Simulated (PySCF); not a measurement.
## Neon: a sound run and one with changed settings

Sound run: Ne [Ne], Ne⁺ [He] 2s2 2p5. Calculation: PySCF 2.14, in cc-pVDZ-DK; the spin-free X2C one-electron Hamiltonian (Gaussian nucleus). In the sound run the correlated levels freeze 1s2. The sound run starts from symmetry-adapted Hartree-Fock orbitals and uses a fine grid where one is needed.

Changed run: a valence shell is frozen. This setting is unsound on purpose.

```json
{"species": "Ne", "method": "MP2", "sound run (hartree)": "-128.81092", "changed run (hartree)": "-128.76542", "converged": "yes"}
{"species": "Ne", "method": "CCSD(T)", "sound run (hartree)": "-128.81544", "changed run (hartree)": "-128.76923", "converged": "yes"}
{"species": "Ne⁺", "method": "MP2", "sound run (hartree)": "-128.03717", "changed run (hartree)": "-127.98976", "converged": "yes"}
{"species": "Ne⁺", "method": "CCSD(T)", "sound run (hartree)": "-128.04846", "changed run (hartree)": "-127.99639", "converged": "yes"}
```

Ionisation energy of Ne:

| method | sound run (eV) | changed run (eV) |
| --- | --- | --- |
| UHF | 19.646 | 19.646 |
| MP2 | 21.055 | 21.107 |
| SCS-MP2 | 20.931 | 21.026 |
| CCSD | 20.870 | 21.023 |
| CCSD(T) | 20.870 | 21.030 |

Freezing a valence shell removes pair correlation that changes on ionisation.

For comparison, NIST gives 21.565 eV between the lowest levels.
